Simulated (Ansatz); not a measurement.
A run of Ansatz (development build ahead of 0.2.0) on singlet CH2 at this shape:

```xyz
3

C     0.0000    0.0000    0.0000
H     1.3802    0.0000    1.1177
H    -1.3802    0.0000    1.1177
```

Its results:

| Property | Result |
| --- | --- |
| Converged | yes |
| Total energy | -38.90217 hartree |
| Spin squared of the determinant | 0.366 |
| Stability test | minimum |

Forces (eV/Å):
| atom | Fx | Fy | Fz |
| --- | --- | --- | --- |
| C1 | 0.000 | 0.000 | 4.529 |
| H2 | -3.085 | 0.000 | -2.264 |
| H3 | 3.085 | 0.000 | -2.264 |

(1) Which input gives this output? Name the method, the orbitals and the basis set, and write the input.

## Answers

(1) PBE0 (unrestricted) in 6-31G.

```yaml
crystal:
  periodic: [false, false, false]
  atoms:
    - { symbol: C, position_ang: [0.0, 0.0, 0.0] }
    - { symbol: H, position_ang: [1.38021, 0.0, 1.11767] }
    - { symbol: H, position_ang: [-1.38021, 0.0, 1.11767] }
basis:
  gaussian: { orbitals: "6-31G" }
magnetization:
  spin_polarized: true
hamiltonian:
  xc: pbe0
output:
  forces: true
```

Caution: another spin multiplicity may lie lower; the unrestricted determinant is spin contaminated.
